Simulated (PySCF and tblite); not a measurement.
Results of a calculation; reference values are marked as such.
1,3-difluoropropane, C3H6F2, numbered as in [F:1][CH2:2][CH2:3][CH2:4][F:5].

Geometries PBE0-D3(BJ)/def2-SVP; weights from B3LYP-D3(BJ)/def2-SVP (IEF-PCM, chloroform) energies and GFN2-xTB thermal corrections, with symmetry numbers and mirror pairs. Conformers within 2.5 kcal/mol (GFN2-xTB free energy) were kept, 4 at most. GIAO shieldings: wB97X-D/pcSseg-1 (IEF-PCM, chloroform). Shifts are against TMS (¹H), TMS (¹³C), CFCl3 (¹⁹F) at the same level. Programs: PySCF with density fitting and tblite.

Torsions listed: F1–C2–C3–C4, C2–C3–C4–F5. Of a mirror pair one member is shown.

```json
{"conformer": "1", "shape": "-62°, -64°", "symmetry": "C2 (pair)", "E(GFN2, own minimum) kcal/mol": "0.00", "E(DFT) kcal/mol": "0.00"}
{"conformer": "2", "shape": "180°, 61°", "symmetry": "C1 (pair)", "E(GFN2, own minimum) kcal/mol": "0.26", "E(DFT) kcal/mol": "1.04"}
{"conformer": "3", "shape": "180°, 180°", "symmetry": "C2v", "E(GFN2, own minimum) kcal/mol": "1.32", "E(DFT) kcal/mol": "2.31"}
```

**Question.** How much do the weights at 298.15 K and the averaged shift of C2/C4 depend on how the conformers are weighted?

**Answer.** 
```json
{"weighting": "DFT energy with thermal terms, symmetry and mirror images (full scheme)", "1 (%)": "69", "2 (%)": "29", "3 (%)": "1", "δ (ppm)": "80.9", "rms dipole (D)": "2.19"}
{"weighting": "DFT energy with symmetry and mirror images", "1 (%)": "74", "2 (%)": "25", "3 (%)": "1", "δ (ppm)": "80.8", "rms dipole (D)": "2.19"}
{"weighting": "bare DFT energy", "1 (%)": "84", "2 (%)": "14", "3 (%)": "2", "δ (ppm)": "80.5", "rms dipole (D)": "2.20"}
{"weighting": "GFN2-xTB energy with symmetry and mirror images", "1 (%)": "43", "2 (%)": "55", "3 (%)": "2", "δ (ppm)": "81.5", "rms dipole (D)": "2.17"}
{"weighting": "GFN2-xTB free energy", "1 (%)": "37", "2 (%)": "59", "3 (%)": "3", "δ (ppm)": "81.6", "rms dipole (D)": "2.16"}
{"weighting": "leading conformer alone", "1 (%)": "100", "2 (%)": "0", "3 (%)": "0", "δ (ppm)": "80.1", "rms dipole (D)": "2.22"}
{"weighting": "equal weights", "1 (%)": "33", "2 (%)": "33", "3 (%)": "33", "δ (ppm)": "81.2", "rms dipole (D)": "2.12"}
{"weighting": "full scheme, search stopped after three starts", "1 (%)": "70", "2 (%)": "30", "3 (%)": "0", "δ (ppm)": "80.9", "rms dipole (D)": "2.19"}
```

The largest departure from the full scheme, 0.8 ppm, comes with: GFN2-xTB free energy.
